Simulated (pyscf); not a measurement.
`[CH4]` + `[CH2]=[CH][CH3]` → `[CH3][CH]([CH3])[CH3]`, an addition across a multiple bond or ene-type step (singlet surface; C–H broken, C–C, C–H formed). Structures and frequencies: ωB97X-D3(BJ)/def2-SVP in PySCF. Energies in kcal/mol from the separated reactants.

Small-basis levels: PySCF, no dispersion term, spherical d functions. AM1 to PM7: differences of heats of formation from MOPAC. GFN2-xTB: tblite. Cost: rough CPU time at the saddle relative to B3LYP/6-31G*, from one job on a shared machine.

```json
[
 {"level": "HF/3-21G", "barrier": "115.0", "reaction energy": "-21.4", "cost": "0.04"},
 {"level": "MP2/6-31G*", "barrier": "88.0", "reaction energy": "-25.7", "cost": "0.07"},
 {"level": "BP86/6-31G*", "barrier": "76.6", "reaction energy": "-21.7", "cost": "1"},
 {"level": "B3LYP/STO-3G", "barrier": "105.3", "reaction energy": "-41.1", "cost": "0.4"},
 {"level": "B3LYP/6-311+G**", "barrier": "84.8", "reaction energy": "-17.0", "cost": "2"},
 {"level": "PBE/def2-SVP", "barrier": "73.2", "reaction energy": "-24.1", "cost": "2"},
 {"level": "B3LYP/def2-SVP", "barrier": "84.2", "reaction energy": "-20.5", "cost": "1"},
 {"level": "GFN2-xTB", "barrier": "80.0", "reaction energy": "-31.8", "cost": "under 0.02"},
 {"level": "AM1", "barrier": "92.0", "reaction energy": "-26.7", "cost": "under 0.02"},
 {"level": "ωB97M-D3(BJ)/def2-TZVP", "barrier": "86.5", "reaction energy": "-22.6", "cost": "–"}
]
```

Against the last row the barrier runs from -13.4 (PBE/def2-SVP) to +28.5 kcal/mol (HF/3-21G). ωB97M-D3(BJ)/def2-TZVP has limits of its own. From the product side, CH₃• + H₃C–CH•–CH₃ lies, by one bond made or cut, 14.9 kcal/mol under this saddle at ωB97M-D3(BJ). This is the saddle that the search found; another between the same sides may lie lower. A restricted solution here is unstable towards spin polarisation, so biradical character is likely and single-reference numbers are less safe.
